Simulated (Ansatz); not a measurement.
# How far each method lies from UCCSDT(Q) for HSiAl, triplet

Geometry: displaced at random from a stationary point.

```xyz
3

Si    0.0809   -0.0396    1.1598
Al   -0.0840   -0.0070   -1.2189
H    -0.0073    1.2901    0.3132
```

Basis cc-pVDZ; Ansatz 0.2.0. Only valence electrons are correlated (noble-gas cores frozen), which leaves 8 electrons in 31 orbitals. R marks a restricted (for open shells ROHF) determinant, U an unrestricted one. Active spaces: valence = (8e, 9o) chosen from the atoms' valence shells.

Full CI isn't at hand for all of this; UCCSDT(Q) serves as the reference, and is uncertain by the last step of the cluster series or more. The frozen core follows each run's orbitals, which can shift R against U totals by a few meV.

For open shells CISD is restricted-active-space CI with the open shells as a complete middle space.

* UHF ⟨S²⟩: 2.080
* T1 diagnostic (RCCSD): 0.0350
* largest doubles amplitude (RCCSD): 0.074
* T1 diagnostic (UCCSD): 0.0373

```json
{"level": "RHF", "E − E(UCCSDT(Q)) (kcal/mol)": "106.53", "share of correlation (%)": "0.00", "wall time": "–"}
{"level": "UHF", "E − E(UCCSDT(Q)) (kcal/mol)": "101.32", "share of correlation (%)": "4.89", "wall time": "–"}
{"level": "RMP2", "E − E(UCCSDT(Q)) (kcal/mol)": "25.62", "share of correlation (%)": "75.95", "wall time": "–"}
{"level": "UMP2", "E − E(UCCSDT(Q)) (kcal/mol)": "27.38", "share of correlation (%)": "74.30", "wall time": "–"}
{"level": "CISD", "E − E(UCCSDT(Q)) (kcal/mol)": "12.44", "share of correlation (%)": "88.32", "wall time": "0.88 s"}
{"level": "RCCSD", "E − E(UCCSDT(Q)) (kcal/mol)": "5.52", "share of correlation (%)": "94.82", "wall time": "–"}
{"level": "UCCSD", "E − E(UCCSDT(Q)) (kcal/mol)": "5.34", "share of correlation (%)": "94.99", "wall time": "–"}
{"level": "RCCSD(T)", "E − E(UCCSDT(Q)) (kcal/mol)": "1.27", "share of correlation (%)": "98.81", "wall time": "2.3 s"}
{"level": "UCCSD(T)", "E − E(UCCSDT(Q)) (kcal/mol)": "1.30", "share of correlation (%)": "98.78", "wall time": "2.1 s"}
{"level": "BCCD(T)", "E − E(UCCSDT(Q)) (kcal/mol)": "1.26", "share of correlation (%)": "98.82", "wall time": "1.6 s"}
{"level": "RCCSDT", "E − E(UCCSDT(Q)) (kcal/mol)": "0.30", "share of correlation (%)": "99.72", "wall time": "–"}
{"level": "UCCSDT", "E − E(UCCSDT(Q)) (kcal/mol)": "0.28", "share of correlation (%)": "99.74", "wall time": "–"}
{"level": "RCCSDT(Q)", "E − E(UCCSDT(Q)) (kcal/mol)": "0.03", "share of correlation (%)": "99.98", "wall time": "9 s"}
{"level": "CASSCF (valence space)", "E − E(UCCSDT(Q)) (kcal/mol)": "64.17", "share of correlation (%)": "39.77", "wall time": "–"}
{"level": "NEVPT2 (valence space)", "E − E(UCCSDT(Q)) (kcal/mol)": "16.08", "share of correlation (%)": "84.90", "wall time": "3.1 s"}
{"level": "NEVPT4(SD) (valence space)", "E − E(UCCSDT(Q)) (kcal/mol)": "1.57", "share of correlation (%)": "98.53", "wall time": "4.3 s"}
{"level": "MRCISD (valence space)", "E − E(UCCSDT(Q)) (kcal/mol)": "4.37", "share of correlation (%)": "95.90", "wall time": "–"}
{"level": "MRCISD+Q (valence space)", "E − E(UCCSDT(Q)) (kcal/mol)": "-0.12", "share of correlation (%)": "100.11", "wall time": "4.5 s"}
```

The correlation energy at UCCSDT(Q), counted from RHF, is -4.620 eV. That run took 8.5 s on 1 thread of AMD EPYC 7B13, shared host.

Times hold each run's SCF and search for its determinant on a shared host, so for small cases they say little of a method's own cost; they ran on 1 thread of AMD EPYC 7B13. Some runs computed forces too.

Natural occupations of CASSCF (valence space) about the gap: 1.981 1.951 1.920 1.009 0.986 0.053 0.045 0.030 0.025; effectively unpaired electrons, Σ n²(2−n)², 2.06.
